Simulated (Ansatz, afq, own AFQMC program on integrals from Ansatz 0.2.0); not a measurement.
# Where AFQMC and coupled cluster stand for N2H, doublet

```xyz
3

N     0.0000   -0.1292    0.5306
N     0.0000    0.0784   -0.6154
H     0.0000    0.7060    1.1777
```

Connectivity, by distances: NH–N.

Basis cc-pVDZ. Noble-gas cores (and the filled d shells of Ga–Kr and In–Xe) are frozen. Ansatz 0.2.0 and our own AFQMC program on the same integrals; the CISD trial comes from CCSD amplitudes, and released means the phaseless constraint is let go. ± is one standard error of the sampling.

Determinant: UHF, the one that the program's search chose, which needn't be the lowest solution. The geometry is a PBE0/def2-TZVP stationary point of this or a neighbouring charge and spin state.

No full CI on the walks' own integrals is used here; CCSDT(Q) serves as the reference and is uncertain by about the last step of the cluster series.

Cautions: unrestricted determinant slightly spin contaminated (⟨S²⟩ 0.84 against 0.75).

```
T1 diagnostic                               : 0.0392
weight of the determinant in the CISD state : 0.864
⟨S²⟩ of the determinant                     : 0.845
size of the correlated space                : 11 electrons in 31 orbitals
```

```json
{"level": "MP2", "correlation energy (eV)": "-7.8374"}
{"level": "CCSD", "correlation energy (eV)": "-8.5167"}
{"level": "CCSD(T)", "correlation energy (eV)": "-8.8103"}
```

(1) Estimate where phaseless AFQMC with a CISD trial lies against CCSD(T) on the same integrals.

(1) 41.4 ± 5.4 meV below CCSD(T).

Reference: CCSDT(Q), correlation energy -8.865 eV. The released energy is read at 2.40 1/Eh (meV from the phaseless value at times in 1/Eh: -7 ± 4 at 0.24, -10 ± 4 at 0.51, -12 ± 3 at 0.99, -10 ± 5 at 1.62, -15 ± 5 at 2.40).

| level | E − E(reference) (meV) | share of correlation (%) |
| --- | --- | --- |
| CCSD(T) | 54.9 | 99.38 |
| CCSDT | 33.2 | 99.62 |
| ph-AFQMC/HF | -0.4 ± 26.3 | 100.00 |
| ph-AFQMC/CISD | 13.5 ± 5.4 | 99.85 |
| released AFQMC | -1.5 ± 4.6 | 100.02 |

A walk keeps the symmetry of its determinant, which the program's search chose and which needn't be the lowest solution, so a lower state of the same spin and another symmetry isn't excluded. Released energies are given only where the last usable release times agree within the noise; a slower fall can still hide under it.
